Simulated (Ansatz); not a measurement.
# C₂H₃Na (SMILES C=[CH][Na]): functionals against CCSD(T) at one geometry

A test off equilibrium: a structure displaced at random from a GFN2-xTB minimum is computed at several levels, and each is set against CCSD(T).

The runs use Ansatz 0.2.0, Gaussian basis; single points in def2-TZVPP.

Cores are frozen in the correlated methods. The outer core shell of Li, Na, Mg and K is correlated.

### 1 Where the work starts

SMILES `C=[CH][Na]`, 6 atoms, charge 0, spin multiplicity 1.

Atoms are counted from 1 here; the program's logs count them from 0.

Bond lengths: C1–C2 1.332 Å, C1–H4 1.079 Å, C1–H5 1.077 Å, C2–Na3 2.280 Å, C2–H6 1.069 Å. Angles: C2–C1–H4 123.3°, C2–C1–H5 122.9°, H4–C1–H5 113.6°, C1–C2–Na3 118.1°, C1–C2–H6 112.5°, Na3–C2–H6 129.4°.

Geometry (Å):

```xyz
6

C    -0.6058    0.1220   -0.3851
C     0.4528    0.1772    0.4207
Na    1.8245   -1.6414    0.5196
H    -0.8256   -0.7238   -1.0172
H    -1.2882    0.9448   -0.5124
H     0.5081    1.0986    0.9601
```

### 2 CCSD(T)/def2-TZVPP

The input, run/in.yaml:

```yaml
crystal:
  periodic: [false, false, false]
  atoms:
    - {symbol: C, position_ang: [-0.605800, 0.122000, -0.385100]}
    - {symbol: C, position_ang: [0.452800, 0.177200, 0.420700]}
    - {symbol: Na, position_ang: [1.824500, -1.641400, 0.519600]}
    - {symbol: H, position_ang: [-0.825600, -0.723800, -1.017200]}
    - {symbol: H, position_ang: [-1.288200, 0.944800, -0.512400]}
    - {symbol: H, position_ang: [0.508100, 1.098600, 0.960100]}
basis:
  gaussian: {orbitals: def2-TZVPP}
correlation: {method: ccsd_t}
output: {forces: true}
```

The command line of these runs was not kept.

### 3 PBE0-D4/def2-TZVPP

run/in.yaml: that of step 2 with these lines changed.

```diff
@@ -11,3 +11,3 @@
   gaussian: {orbitals: def2-TZVPP}
-correlation: {method: ccsd_t}
-output: {forces: true}
+hamiltonian: {xc: pbe0, dispersion: d4}
+output: {forces: true, orbitals: {seedname: orbitals}}
```

### 4 wB97M-V/def2-TZVPP

run/in.yaml: that of step 3 with these lines changed.

```diff
@@ -11,3 +11,3 @@
   gaussian: {orbitals: def2-TZVPP}
-hamiltonian: {xc: pbe0, dispersion: d4}
-output: {forces: true, orbitals: {seedname: orbitals}}
+hamiltonian: {xc: {name: wB97M-V}}
+output: {forces: true}
```

### 5 r2SCAN-D4/def2-TZVPP

run/in.yaml: that of step 4 with these lines changed.

```diff
@@ -11,3 +11,3 @@
   gaussian: {orbitals: def2-TZVPP}
-hamiltonian: {xc: {name: wB97M-V}}
+hamiltonian: {xc: r2scan, dispersion: d4}
 output: {forces: true}
```

### 6 PBE-D4/def2-TZVPP

run/in.yaml: that of step 5 with these lines changed.

```diff
@@ -11,3 +11,3 @@
   gaussian: {orbitals: def2-TZVPP}
-hamiltonian: {xc: r2scan, dispersion: d4}
+hamiltonian: {xc: pbe, dispersion: d4}
 output: {forces: true}
```

### 7 HSE06-D4/def2-TZVPP

run/in.yaml: that of step 6 with these lines changed.

```diff
@@ -11,3 +11,3 @@
   gaussian: {orbitals: def2-TZVPP}
-hamiltonian: {xc: pbe, dispersion: d4}
+hamiltonian: {xc: hse06, dispersion: d4}
 output: {forces: true}
```

### 8 B97M-V/def2-TZVPP

run/in.yaml: that of step 7 with these lines changed.

```diff
@@ -11,3 +11,3 @@
   gaussian: {orbitals: def2-TZVPP}
-hamiltonian: {xc: hse06, dispersion: d4}
+hamiltonian: {xc: {name: B97M-V}}
 output: {forces: true}
```

(Steps that only read results are left out.)

Before running it: what results should come out? Wanted: energy less free atoms, CCSD(T)/def2-TZVPP; RMS force component; RMS force error; HOMO and LUMO, PBE0-D4; T1 diagnostic.

The runs gave:

| quantity | value |
| --- | --- |
| energy less free atoms, CCSD(T)/def2-TZVPP | -20.641 eV |
| RMS force component | 0.309 to 0.467 eV/Å over the methods |
| RMS force error | PBE0-D4 0.300, wB97M-V 0.275, r2SCAN-D4 0.250, PBE-D4 0.252, HSE06-D4 0.298, B97M-V 0.319 eV/Å |
| HOMO and LUMO, PBE0-D4 | -4.89 and -1.36 eV |
| T1 diagnostic | 0.015 |

What this shows: Against CCSD(T) the functionals' energies less atoms differ by -1.036 to -0.510 eV, PBE-D4 by -1.036 eV. The reference is not at the basis limit: in triple zeta CCSD(T) underbinds, which counts against methods that bind more; the gaps are no ranking. The forces of r2SCAN-D4 come nearest to CCSD(T), those of B97M-V are farthest. Frozen-core CCSD(T) forces in triple zeta carry basis errors of their own, and this is one geometry, so small gaps rank nothing.
